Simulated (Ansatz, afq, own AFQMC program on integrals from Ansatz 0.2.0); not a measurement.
Two steps: Ansatz 0.2.0 writes the Fock matrix and Cholesky factors of the valence space, and afq projects on them the lowest state that overlaps trial and start.

```yaml
crystal:
  periodic: [false, false, false]
  atoms:
    - {symbol: Al, position_ang: [0.000000, 0.000000, 0.000000]}
    - {symbol: O, position_ang: [0.000000, 0.000000, 1.732900]}
basis:
  gaussian: {orbitals: 6-31G}
total_charge: 1
magnetization: {spin_polarized: true, initial_magnetization: 2}
correlation: {method: ccsd_t, electrons: outside_noble_gas, hamiltonian_folder: ham}
```

```sh
$ ansatz run in.yaml --threads 1 --pin off --events-out ev --progress --plain --max-ram 16896MiB --backend cuda --devices 0, --max-vram 18GiB
```

afq runs on the folder ham with

```
--method phaseless --trial hf --walkers 4000 --populations 20 --least-time 40 --time-step 0.005 --steps-per-block 20 --equilibration-blocks 112 --max-blocks 4000 --target-error 0.0008500 --factor-cut 1e-05 --start spin_pure --seed 4219 --taylor-order 6
```

Times are imaginary, in 1/Eh. The walk had a cap of 49 s. With eight or more populations the least sampling time is a fifth of least-time, and the error comes from their spread.

```
orbitals 16  electrons 5 3  factors 84 of 213
reference energy -316.39906568 Eh
CCSD correlation -0.11427339 Eh in 13 cycles, weight of the determinant in the CISD state 0.9282
energy of the start -316.399867 Eh
 block  time / (1/Eh)  mean weight  energy / Eh
     1     0.100  1.0005  -316.427467
     2     0.200  1.0006  -316.448758
     3     0.300  1.0007  -316.463491
     4     0.400  1.0009  -316.472846
     5     0.500  1.0005  -316.481566
     8     0.800  1.0003  -316.496474
    11     1.100  1.0001  -316.502110
    26     2.600  0.9999  -316.508491
    41     4.100  0.9998  -316.513618
    56     5.600  1.0000  -316.509878
    71     7.100  1.0002  -316.519110
    86     8.600  1.0002  -316.510281
   101    10.100  1.0003  -316.517849
   116    11.600  0.9998  -316.514680
   131    13.100  1.0000  -316.514577
   146    14.600  0.9999  -316.522449
   161    16.100  0.9999  -316.516195
   176    17.600  1.0002  -316.515490
   191    19.100  1.0000  -316.516546
   206    20.600  0.9999  -316.514600
   211    21.100  0.9998  -316.510612
error from the spread of 20 populations
energy -316.516376 +/- 0.000835 Eh
(rows thinned)
```

(1) Estimate how long the walk took on 1 × NVIDIA H100 80GB HBM3 with 2 threads of AMD EPYC 7R13 Processor (Zen 3), on a shared host (the card was shared).

The run passed its tests (sampling time, drift between the halves within three errors, error under three times the target), which doesn't prove that it has relaxed.

Against this walk (error 22.7 meV) on the same determinant: CCSD(T) 5.3 meV lower (within the noise), CCSDT(Q) 39.1 meV lower (within the noise), CCSDTQ 35.4 meV lower (within the noise), full CI 34.9 meV lower (within the noise), a separate phaseless walk with a CISD trial and standard settings 16.0 ± 22.9 meV lower (within the noise). The error is statistical and leaves out the bias of the constraint.

Cautions: constraint bias not in the error; lower spins were not checked.

## Answers

(1) 13 s of wall time.

CCSDT and higher add their correlation energy to the determinant of the CCSD(T) run, since their own runs factorise the integrals more tightly (a shift of under 2 meV). A walk keeps the symmetry of its determinant, which the program's search chose and which needn't be the lowest solution, so a lower state of the same spin and another symmetry isn't excluded.
